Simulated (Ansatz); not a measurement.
**Correlation methods on HClO (charge +1), doublet**

Calculated in Ansatz's Gaussian-basis code; MP3, OMP3 by scripts on PySCF. Nonrelativistic, cc-pVTZ on O/H, cc-pV(T+d)Z on Cl, 6 core orbitals frozen. Perturbation and coupled-cluster methods stand on the Hartree–Fock determinant that coupled cluster favours; RHF here means ROHF, with semicanonical perturbation theory. The state met can differ between shapes. 

Shape A:

```xyz
3

O     0.0654    1.1155   -0.0084
H    -0.8935    1.3121   -0.0062
Cl    0.0125   -0.6180    0.0080
```

Shape B:

```xyz
3

O     0.0439    1.1068   -0.0015
H    -0.9102    1.3243    0.0051
Cl    0.0377   -0.5989   -0.0094
```

Shape C:

```xyz
3

O     0.0367    1.1135    0.0000
H    -0.9175    1.3289    0.0000
Cl    0.0367   -0.6022    0.0000
```

Correlation energy of CCSD(T), then each method's total less that of CCSD(T), in eV:

```
 case  E corr CCSD(T)     MP2     MP3   UOMP3    CCSD                                                                       determinant
A RHF         -13.143  +0.769  +0.747  +0.625  +0.637                T1 = 0.017, 0.35 eV over the lowest such Hartree–Fock solution met
A UHF         -12.832  +1.063  +0.786  +0.624  +0.616  T1 = 0.024, ⟨S²⟩ = 0.794, 0.27 eV over the lowest such Hartree–Fock solution met
B RHF         -13.046  +0.791  +0.723  +0.606  +0.616                T1 = 0.017, 0.26 eV over the lowest such Hartree–Fock solution met
B UHF         -12.741  +1.042  +0.747  +0.607  +0.597  T1 = 0.021, ⟨S²⟩ = 0.784, 0.18 eV over the lowest such Hartree–Fock solution met
C RHF         -13.074  +0.785  +0.730  +0.612  +0.623                T1 = 0.017, 0.29 eV over the lowest such Hartree–Fock solution met
C UHF         -12.768  +1.048  +0.758  +0.612  +0.603  T1 = 0.022, ⟨S²⟩ = 0.786, 0.21 eV over the lowest such Hartree–Fock solution met
```

Give CCSDT less CCSD(T). Is CCSD(T) good to 1 kcal/mol?

A RHF: -0.011 eV (within); A UHF: -0.016 eV (within); B RHF: -0.012 eV (within); B UHF: -0.016 eV (within); C RHF: -0.012 eV (within); C UHF: -0.016 eV (within).

Which method comes nearest to CCSDT in total energy for A UHF?

CCSD(T), 0.016 eV away; next CCSD (0.632 eV), last MP2 (1.079 eV).
